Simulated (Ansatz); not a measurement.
Basis-set extrapolation for silanol (`O[SiH3]`) (PBE0-D4/def2-TZVP geometry, frozen core, Ansatz 0.2.0). Multiplicity 1, RHF reference.

```tsv
	def2-TZVPP	def2-QZVPP
HF	-366.210476	-366.223907
MP2 correlation	-0.376061	-0.405893
CCSD(T) correlation	-0.412730	not run
```

Energies in hartree. Use E(X) = E(∞) + A·exp(−7.88·√X) for Hartree–Fock and E(X) = E(∞) + B·X^(−2.97) for correlation, with X = 3 and 4, and add CCSD(T) minus MP2 of the smaller set to the MP2 limit.

Task: What is the CCSD(T) energy at the basis-set limit?

Result: HF limit: -366.223907 + (-0.013431) × 0.13774 = -366.22576. MP2 limit: -0.405893 + (-0.029832) × 0.74074 = -0.42799. Higher-order term: -0.412730 − (-0.376061) = -0.03667. Total: -366.69042 hartree, 42.2 kcal/mol below CCSD(T)/def2-TZVPP.
